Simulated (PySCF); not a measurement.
Isomers of C4H9ClO, one GFN2-xTB conformer each. Single-point energies are computed at PBE0/pcSseg-1 (PySCF, gas phase, no added dispersion term), electronic only.

```csv
SMILES,GFN2-xTB relative energy (kcal/mol)
COC[C@H](C)Cl,0.0
COCCCCl,2.3
```

Conformers: `[CH3:1][O:2][CH2:3][C@H:4]([CH3:5])[Cl:6]` with C1–O2–C3–C4 180°, O2–C3–C4–C5 -65°; `[CH3:1][O:2][CH2:3][CH2:4][CH2:5][Cl:6]` with C1–O2–C3–C4 177°, O2–C3–C4–C5 -66°, C3–C4–C5–Cl6 -69°.

Q: What does PBE0/pcSseg-1 give for the same structures?

A: 
| SMILES | PBE0/pcSseg-1 E (Eh) | PBE0/pcSseg-1 (kcal/mol) | GFN2-xTB (kcal/mol) | point group |
| --- | --- | --- | --- | --- |
| COC[C@H](C)Cl | -692.78417 | 0.0 | 0.0 | C1 |
| COCCCCl | -692.78205 | 1.3 | 2.3 | C1 |

Both levels put the same isomer lowest. Neighbours under 2.5 kcal/mol apart (COC[C@H](C)Cl and COCCCCl) can change places with a better method, another conformer or zero-point energy.

Q: Which frontier levels, dipoles and rotational constants go with these structures?

A: 
```csv
SMILES,"HOMO (eV, PBE0/pcSseg-1)",LUMO (eV),dipole (D),"A, B, C (MHz)"
COC[C@H](C)Cl,-7.69,0.94,2.05,"6017, 1379, 1181"
COCCCCl,-7.49,1.19,1.87,"5582, 1329, 1208"
```

Q: As an exercise, what shares would exp(−E/RT) give at 2000 K from these electronic energies alone (no entropy, no degeneracies)?

A: RT = 3.974 kcal/mol: COC[C@H](C)Cl 58.3 %, COCCCCl 41.7 %.
